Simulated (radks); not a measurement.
**Si²⁺ in [Ne] 3s2: an all-electron calculation**

The task here is to estimate one member of a computed series from the others.

Method: non-relativistic Kohn-Sham, exchange-only r2SCAN, spin-polarised, spherical densities, point nucleus. Code: radks (a radial shooting solver on a logarithmic mesh, Libxc functionals) version 1.

## What is computed

* element: silicon (Z = 14)
* charge: +2
* electrons: 12
* configuration: [Ne] 3s2

The outer shells:

Si²⁺
```
[Ne] core
3s [↑↓]
```

Set-up of the first run:

The run's settings:

```text
Z 14
configuration [Ne] 3s2
relativity non-relativistic
functional r2scan,
spin polarised
nucleus point
```

Steps of the session up to this table: Self-consistent calculation.

One table of the session follows, with a row left open; its other results are not shown here.

It belongs to the step «Radial structure». Radial moments (bohr):

| level | <r> | outermost maximum (interpolated) | 90 % within | nodes |
| --- | --- | --- | --- | --- |
| 1s | ? | ? | ? | ? |
| 2s | 0.5664 | 0.455 | 0.891 | 1 |
| 2p | 0.5358 | 0.389 | 0.898 | 0 |
| 3s | 1.983 | 1.71 | 2.95 | 2 |

Q: Estimate the row for 1s from the others.

**Answer.** <r>: 0.1116; outermost maximum (interpolated): 0.0730; 90 % within: 0.199; nodes: 0. In the column «<r>» it is the lowest.
